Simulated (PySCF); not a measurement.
**What builds the electron affinity along the third row**

All values are computed (PySCF 2.14, energy differences of UHF-based or UKS calculations, no spin-orbit coupling). Each column adds one step, in eV (sums use unrounded values): valence MP2, valence CCSD, valence triples, then the next inner shell at CCSD(T) (Al 2s 2p, Si 2s 2p, S 2s 2p, Cl 2s 2p). References (photodetachment measurements) marked * lie between the lowest fine-structure levels; the others compare directly ((s) semi-empirical, (t) theoretical).

```
                                                         element    UHF  + MP2  + CCSD  + (T)  + inner shell    sum  reference
Al [Ne] 3s2 3p2 → [Ne] 3s2 3p1 (aug-cc-pwCVTZ, non-relativistic)  0.016  0.348   0.010  0.051         -0.016  0.408    0.433 *
Si [Ne] 3s2 3p3 → [Ne] 3s2 3p2 (aug-cc-pwCVTZ, non-relativistic)  0.852  0.536  -0.062  0.060         -0.010  1.377    1.390 *
 S [Ne] 3s2 3p5 → [Ne] 3s2 3p4 (aug-cc-pwCVTZ, non-relativistic)  0.887  1.050  -0.073  0.085          0.001  1.950    2.077 *
        Cl [Ar] → [Ne] 3s2 3p5 (aug-cc-pwCVTZ, non-relativistic)  2.374  1.258  -0.224  0.093          0.003  3.505    3.613 *
```

What remains against the references is mostly basis incompleteness and, for starred values, spin-orbit coupling.

What share of the correlation contribution for Cl comes from the inner shell?

The four steps add to 1.130 eV, of which the inner shell gives 0.003 eV, or 0 %.
